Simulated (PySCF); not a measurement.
**The first ionisation energy along group 14**

All values are computed (PySCF 2.14, energy differences of UHF-based or UKS calculations, no spin-orbit coupling). Values in eV. The last column holds reference values (NIST; (s) semi-empirical, (t) theoretical, else measured). Unmarked ones compare directly (S terms, centres of terms, or small fine structure); those marked * lie between the lowest fine-structure levels and include a spin-orbit shift.

```csv
element,configurations,SCS-MP2 (valence),CCSD (valence),CCSD(T) (valence),PBE,PBE0,r2SCAN,reference
"C (aug-cc-pVTZ, non-relativistic)",[He] 2s2 2p2 → [He] 2s2 2p1,11.126,11.157,11.184,11.541,11.514,11.672,11.262
"Si (aug-cc-pV(T+d)Z, non-relativistic)",[Ne] 3s2 3p2 → [Ne] 3s2 3p1,7.964,8.078,8.119,8.200,8.220,8.325,8.157
"Ge (aug-cc-pVTZ-PP with ECP10MDF, ECP)",[Ar] 3d10 4s2 4p2 → [Ar] 3d10 4s2 4p1,7.681,7.784,7.814,7.845,7.888,8.018,7.925
"Sn (aug-cc-pVTZ-PP with ECP28MDF, ECP)",[Kr] 4d10 5s2 5p2 → [Kr] 4d10 5s2 5p1,7.092,7.188,7.215,7.260,7.306,7.403,7.389
"Pb (aug-cc-pVTZ-PP with ECP60MDF, ECP)",[Xe] 4f14 5d10 6s2 6p2 → [Xe] 4f14 5d10 6s2 6p1,6.769,6.868,6.886,6.980,7.017,7.095,7.417 *
```

Task: Which of these methods has the smallest mean absolute error against the measured values here?

Result: CCSD(T) (valence), with 0.100 eV.

```
           method  elements  mean error (eV)  mean absolute error (eV)  largest error (eV)
SCS-MP2 (valence)         4           -0.218                     0.218              -0.297
   CCSD (valence)         4           -0.132                     0.132              -0.201
CCSD(T) (valence)         4           -0.100                     0.100              -0.174
              PBE         4            0.028                     0.133               0.279
             PBE0         4            0.049                     0.109               0.252
           r2SCAN         4            0.171                     0.171               0.410
```

For Pb a determinant mixes LS terms or the coupling is close to jj, so these rows are model values.

Errors include the incompleteness of the basis and the frozen core.

"Valence" correlates the outer s and p shells and, in groups 3 to 12 and the f block, the outer d or f shell, open or full, or the next shell where the ion has no valence electron left; the wider scheme adds the next inner shell.
